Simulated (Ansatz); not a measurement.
Species: Cl, SMILES `[Cl]` (charge 0, multiplicity 2), formula Cl.

Task: How many basis functions does frozen-core CCSD(T)/def2-TZVPP in Ansatz (a program for electronic structure) use, how many core orbitals are frozen, and how many electrons are correlated?

Result: 42 basis functions and 5 frozen orbitals, which leaves 7 correlated electrons. Core time is of the order of seconds.
